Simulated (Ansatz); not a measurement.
**C₂H₃Si−: energies and forces away from the minimum**

The task here is to estimate one member of a computed series from the others.

Computed with Ansatz 0.2.0, Gaussian basis. Level: single points with forces in def2-TZVPPD.

Levels: PBE-D4, r2SCAN-D4, PBE0-D4, wB97M-V, Hartree-Fock, MP2, CCSD, CCSD(T). Each coordinate is moved by a Gaussian draw of the width named (0.7 of it for atoms other than hydrogen): 0.02, 0.09, 0.09, 0.04 Å.

Correlated methods freeze the cores.

30 further runs of the same task are left out: 30 set aside as unsound or not needed.

**The starting structure**

6 atoms, charge -1, spin multiplicity 1.

Atoms are counted from 1 here; the program's logs count them from 0.

Bond lengths: C1–C2 1.312 Å, C1–H4 1.111 Å, C1–H5 1.110 Å, C2–Si3 1.736 Å, Si3–H6 1.517 Å. Angles: C2–C1–H4 124.5°, C2–C1–H5 124.2°, H4–C1–H5 111.2°, C1–C2–Si3 163.1°, C2–Si3–H6 105.4°.

As a file:

```xyz
6
C2H3Si
C    -0.75127    0.01223   -0.85347
C     0.09073    0.06769    0.15156
Si    0.82512    0.41299    1.68567
H    -1.58287   -0.71940   -0.93748
H    -0.67707    0.64188   -1.76467
H     2.09536   -0.41540    1.71840
```

Set-up of the first run:

relax/in.yaml

```yaml
crystal:
  periodic: [false, false, false]
  atoms:
    - {symbol: C, position_ang: [-0.751270, 0.012230, -0.853470]}
    - {symbol: C, position_ang: [0.090730, 0.067690, 0.151560]}
    - {symbol: Si, position_ang: [0.825120, 0.412990, 1.685670]}
    - {symbol: H, position_ang: [-1.582870, -0.719400, -0.937480]}
    - {symbol: H, position_ang: [-0.677070, 0.641880, -1.764670]}
    - {symbol: H, position_ang: [2.095360, -0.415400, 1.718400]}
basis:
  gaussian: {orbitals: def2-TZVPD}
total_charge: -1
hamiltonian: {xc: pbe0, dispersion: d4}
relax: {f_tol: 0.005, max_steps: 200}
```

Launch:

```
> ansatz run in.yaml --threads 2 --pin off --events-out ev --progress --plain --max-ram 4352MiB
```

Steps of the session up to this table: Relaxation at PBE0-D4; The minimum at every level; Structure 1, width 0.02 Å; Structure 2, width 0.09 Å; Structure 3, width 0.09 Å; Structure 4, width 0.04 Å.

One of the session's tables, all rows but one given; the rest of the session is left out.

```
   method  RMS force component (eV/Å)  angle to CCSD(T) forces (°)
   PBE-D4                       1.020                         11.5
r2SCAN-D4                           ?                            ?
  PBE0-D4                       0.947                         15.9
  wB97M-V                       0.927                         13.7
  CCSD(T)                       0.993                    reference
```

**Question.** Estimate the row for r2SCAN-D4.

As computed: RMS force component (eV/Å): 0.955; angle to CCSD(T) forces (°): 13.7. In the column «RMS force component (eV/Å)» it lies between PBE0-D4 (0.947) and CCSD(T) (0.993).
